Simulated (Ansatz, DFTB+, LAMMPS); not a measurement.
## How well does each level of theory give the equilibrium lattice constant a of hcp Zr?

Reference value: 3.232 Å (measured, 293 K, no zero-point or thermal correction; as tabulated in Wikipedia's data pages).

```csv
level (code),value (Å)
Finnis–Sinclair EAM Zr_mm.eam.fs (LAMMPS),3.234
GFN1-xTB as cut by DFTB+,3.921
LDA (Ansatz),…
PBE (Ansatz),3.233
PBE-D3(BJ) (Ansatz),…
r²SCAN0 (Ansatz),3.265
Hartree–Fock (Ansatz),3.379
```

Q: Complete the blanks.

A: 
- LDA (Ansatz, a first-principles code), value (Å): 3.146
- PBE-D3(BJ) (Ansatz), value (Å): 3.185

Differences against the reference: Finnis–Sinclair EAM Zr_mm.eam.fs +0.06 %, GFN1-xTB as cut by DFTB+ +21 %, LDA -2.66 %, PBE +0.03 %, PBE-D3(BJ) -1.45 %, r²SCAN0 +1.02 %, Hartree–Fock +4.55 %.

The reference is not for a static lattice or low temperature, so close values are not ranked against it. Off by more than 1.25 %, or 1.75 % on the side where a correction would as a rule narrow the miss (bounds picked here): GFN1-xTB as cut by DFTB+ (+21 %), Hartree–Fock (+4.55 %), LDA (-2.66 %).

The measured value isn't corrected to a static lattice, so vibrations enter the comparison.  GFN1-xTB as cut by DFTB+: the cell moved over 20 % in volume from its start. GFN1-xTB as cut by DFTB+: the method was fitted mainly to molecules. GFN1-xTB as cut by DFTB+: codes differ in how they cut the long-range tail of xTB's charge interaction in a crystal, so the value belongs to this code. Cutoffs and k meshes differ between the levels. Ansatz's density-functional and Hartree–Fock values are scalar-relativistic unless marked +SOC, with PAW data made under PBE.

Empirical potentials (Finnis–Sinclair EAM Zr_mm.eam.fs) are fitted to chosen data: where that held the value shown, agreement is built in, and what lay outside the fit can be far off.

Differences are worked out from the printed values.
